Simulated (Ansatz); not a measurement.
Basis-set extrapolation for `CCF` (PBE0-D4/def2-TZVP geometry, frozen core, the Gaussian-basis code of Ansatz). Multiplicity 1, RHF reference.

```json
{"": "HF", "def2-TZVPP": "-178.158041", "def2-QZVPP": "-178.166400"}
{"": "MP2 correlation", "def2-TZVPP": "-0.604258", "def2-QZVPP": "-0.651238"}
{"": "CCSD(T) correlation", "def2-TZVPP": "-0.652076", "def2-QZVPP": "not run"}
```

Energies in hartree. Use E(X) = E(∞) + A·exp(−7.88·√X) for Hartree–Fock and E(X) = E(∞) + B·X^(−2.97) for correlation, with X = 3 and 4, and add CCSD(T) minus MP2 of the smaller set to the MP2 limit.

Task: What is the CCSD(T) energy at the basis-set limit?

Result: HF limit: -178.166400 + (-0.008359) × 0.13774 = -178.16755. MP2 limit: -0.651238 + (-0.046980) × 0.74074 = -0.68604. Higher-order term: -0.652076 − (-0.604258) = -0.04782. Total: -178.90141 hartree, 2.48 eV below CCSD(T)/def2-TZVPP.
